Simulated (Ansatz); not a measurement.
Rock-salt LiBr was calculated with G0W0@PBE (plane waves, hard PAW, contour deformation; Ansatz, an electronic-structure program).

The cell has the measured lattice parameters. Conventional cell: a = 5.5010 Å, b = 5.5010 Å, c = 5.5010 Å, α = 90.00°, β = 90.00°, γ = 90.00°.

The quasiparticle gap at Γ at a fixed k mesh 2×2×2:

```tsv
response cutoff	value (eV)
200 eV, 491 empty bands	6.856
250 eV, 686 empty bands	6.880
300 eV, 902 empty bands	6.890
400 eV, 1389 empty bands	6.898
```

Task: Taking the value to converge with the response cutoff E as E^(−3/2), extrapolate from the last two rows.

Result: With y = y∞ + c/w and weights w = 5196 and 8000 for the last two rows, y∞ = (w2 y2 − w1 y1)/(w2 − w1) = (8000 × 6.898 − 5196 × 6.890)/2804 = 6.913 eV, which lies 0.015 beyond the last row. Successive pairs of rows give 6.940, 6.922, 6.913. The limit also hangs on the law assumed, so its last digits aren't firm.

The other settings are not extrapolated, so this is the limit in one setting alone.

Spin–orbit coupling is not included.
